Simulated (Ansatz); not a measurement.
Ansatz (a quantum-chemistry and plane-wave program) input (HF/3-21G): The .json file is the Basis Set Exchange's 3-21G.

Ansatz 0.2 input:
```yaml
crystal:
  periodic: [false, false, false]
  atoms:
    - {symbol: C, position_ang: [-0.00000000, -0.00000000, -0.16250200]}
    - {symbol: H, position_ang: [0.00000000, 0.00000000, 0.97501202]}
basis:
  gaussian:
    orbitals: 3-21G.json
hamiltonian:
  xc: {name: HF}
total_charge: 1
relax: {f_tol: 0.003, max_steps: 120}
```

Q: Predict the final energy.

A: -37.67919 Eh.
